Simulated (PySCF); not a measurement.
Working with the constants of LiMg

ROHF-CCSD(T) constants of LiMg, ²Σ⁺ (doublet), unpaired electrons σ ↑ (PySCF, no relativity, basis sets Li def2-SVPD, Mg def2-SVPD; masses 7.0160 and 23.9850 u):

* ωe: 154.7 cm⁻¹
* ωexe: 5.55 cm⁻¹
* Be: 0.29609 cm⁻¹
* αe: 0.0106 cm⁻¹
* De to Li + Mg: 0.144 eV

Question: What force constant and bond length do these constants imply?

Answer: Reduced mass μred = 5.4282 u; k = 5.8918×10⁻⁷·μred·ωe² (u, cm⁻¹, mdyn/Å) = 0.0765 mdyn/Å; Re = √(16.8576/(μred·Be)) (u, cm⁻¹, Å) = 3.239 Å.

Question: Estimate the centrifugal constant D from the Kratzer relation and find the Dunham coefficient a1.

Answer: D = 4Be³/ωe² = 4.34e-06 cm⁻¹; a1 = −1 − αeωe/(6Be²) = -4.12.

Correlated steps freeze 1 core orbital. The bond is weak. Basis-set superposition, not corrected here, can be much of De in a small basis, most of all at correlated wavefunction levels. The state is the lowest determinant that a PBE0 search found; another state may lie lower at other levels.
